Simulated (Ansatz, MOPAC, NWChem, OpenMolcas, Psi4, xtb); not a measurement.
**BH3O2 (SMILES OBO): the highest harmonic wavenumber at each level's own minimum, rung by rung**

The runs start from one conformer, not always the lowest.

BH3O2, singlet, SMILES `OBO`. Each level relaxes the structure for itself.

Quantity: the highest harmonic wavenumber at each level's own minimum, in cm⁻¹. The values are calculated.

```json
{"level": "AM1", "kind": "semi-empirical", "program": "MOPAC", "value (cm⁻¹)": "3527"}
{"level": "MNDO", "kind": "semi-empirical", "program": "MOPAC", "value (cm⁻¹)": "4022"}
{"level": "MNDOD", "kind": "semi-empirical", "program": "MOPAC", "value (cm⁻¹)": "4023"}
{"level": "GFN1-xTB", "kind": "semi-empirical", "program": "xtb", "value (cm⁻¹)": "3741"}
{"level": "HF/6-31G* (spherical functions)", "kind": "Hartree–Fock", "program": "NWChem", "value (cm⁻¹)": "4142"}
{"level": "B3LYP-D3(BJ)/def2-SVP", "kind": "global hybrid", "program": "NWChem", "value (cm⁻¹)": "3894"}
{"level": "BB1K/STO-3G", "kind": "hybrid meta-GGA", "program": "NWChem", "value (cm⁻¹)": "4008"}
{"level": "PBE0-D4/def2-TZVP", "kind": "global hybrid", "program": "Ansatz", "value (cm⁻¹)": "3928"}
{"level": "B3LYP-D3(BJ)/def2-TZVP (density fitting)", "kind": "global hybrid", "program": "Psi4", "value (cm⁻¹)": "3869"}
{"level": "CASSCF(2,2)/ANO-S-VDZP", "kind": "multireference", "program": "OpenMolcas", "value (cm⁻¹)": "4236"}
```

Harmonic and unscaled. The values span 3527 to 4236 cm⁻¹.
